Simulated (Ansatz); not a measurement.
Z-matrix (Å, degrees):
```
F
```
Charge 0, spin multiplicity 2.

These are frozen-core CCSD(T)/def2-TZVPP (Ansatz, a program for electronic structure) values and carry that method's errors.

- HF energy: -99.41180 Ha
- MP2 correlation energy: -0.19779 Ha

### Question
Estimate the CCSD correlation energy, the (T) correction, the total energy and the T1 diagnostic.

### Answer

The CCSD correlation energy is -0.20982 Ha, the (T) correction is -0.00343 Ha and the CCSD(T) total energy is -99.62506 Ha. The T1 diagnostic is 0.006.
